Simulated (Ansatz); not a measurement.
Cartesian coordinates in Å:
```
O -0.1083 -0.0799 -1.6340
Al 0.0058 0.0043 0.0875
H 0.8978 -1.1029 0.7730
H -0.7953 1.1786 0.7736
```

Charge 0, multiplicity 2.

Question: List the ωB97M-V/def2-TZVPP orbital energies in eV (the Gaussian-basis code of Ansatz). (An estimate is asked.)

Answer: Ansatz gave: α occupied: -1532.43, -527.23, -117.07, -76.74, -76.56, -76.53, -29.58, -14.76, -13.96, -12.52, -12.43, -11.18. α empty: 0.28, 1.83, 2.27, 3.61, 4.72, 5.55, 6.36, 6.77. β occupied: -1532.44, -526.60, -117.08, -76.75, -76.57, -76.54, -27.63, -14.40, -11.94, -11.58, -11.37. β empty: -2.02, 0.37, 1.94, 2.33, 3.91, 4.75, 5.57, 6.40. ⟨S²⟩ = 0.754.
